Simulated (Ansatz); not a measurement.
Chalcopyrite ZnSnAs2, treated with BLYP (PAW; Ansatz, a program for electronic structure).

Run with plane-wave cutoff 520 eV, 8×8×8 k mesh, Fermi–Dirac smearing 0.01 eV, scalar-relativistic PAW data made under PBE.

Results at a series of volumes:

```json
[
 {"V (Å³/atom)": "26.861", "E − E_lowest (meV/atom)": "6.61"},
 {"V (Å³/atom)": "27.421", "E − E_lowest (meV/atom)": "1.59"},
 {"V (Å³/atom)": "27.981", "E − E_lowest (meV/atom)": "0.00"},
 {"V (Å³/atom)": "28.540", "E − E_lowest (meV/atom)": "1.46"},
 {"V (Å³/atom)": "29.100", "E − E_lowest (meV/atom)": "5.63"}
]
```

Question: Estimate the bulk modulus and its pressure derivative from these points.

Answer: V0 = 27.982 Å³/atom, B0 = 43.6 GPa, B′ = 4.8 (fit to the energies at full precision).

Shape and atoms are relaxed at each volume.

Note: the cell is over a tenth larger than the published one: the level's own overestimate first of all, though another phase or state, or a fault of the published cell, is possible; the bulk modulus comes from volumes at which shape and atoms were relaxed.

Spin–orbit coupling is not included.

Static lattice: no zero-point or thermal effects.
